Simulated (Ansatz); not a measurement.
```yaml
crystal:
  periodic: [true, true, true]
  atoms:
    - {symbol: N, position_ang: [0.080151, 1.381953, -1.331407]}
    - {symbol: C, position_ang: [0.128941, 0.500011, -0.446695]}
    - {symbol: C, position_ang: [0.860197, -0.653011, 0.061425]}
    - {symbol: C, position_ang: [-0.466572, -0.206528, 0.688681]}
    - {symbol: Cl, position_ang: [-1.913607, -1.165082, 0.468508]}
    - {symbol: H, position_ang: [-0.779865, 1.927656, -1.247322]}
    - {symbol: H, position_ang: [0.845014, -1.551666, -0.547513]}
    - {symbol: H, position_ang: [1.754687, -0.520371, 0.661952]}
    - {symbol: H, position_ang: [-0.420645, 0.240635, 1.675170]}
basis:
  gaussian: {orbitals: def2-SVP}
magnetization: {spin_polarized: true, initial_magnetization: 0}
hamiltonian: {xc: {name: B3LYP}, dispersion: d3bj}
output: {forces: true}
```

```sh
$ ansatz run in.yaml --threads 2 --pin off --events-out ev --progress --plain --max-ram 4352MiB
```

Output, abridged:

```
Error: YAML parse error: error: line 2 column 3: crystal: missing field `lattice` (a structure is typed as `lattice` and `atoms`, a molecule's as `atoms` in Å alone, or read from a run's directory, `checkpoint`)
 --> <input>:2:3
  |
1 | crystal:
2 |   periodic: [true, true, true]
  |   ^ crystal: missing field `lattice` (a structure is typed as `lattice` and `atoms`, a molecule's as `atoms` in Å alone, or read from a run's directory, `checkpoint`)
3 |   atoms:
4 |     - {symbol: N, position_ang: [0.080151, 1.381953, -1.331407]}
  |
```

Question: What is wrong with this run?

Answer: The molecule is marked periodic without a cell. The program refused the input.

B3LYP here is the variant with VWN-RPA as its local correlation; programs differ in this.
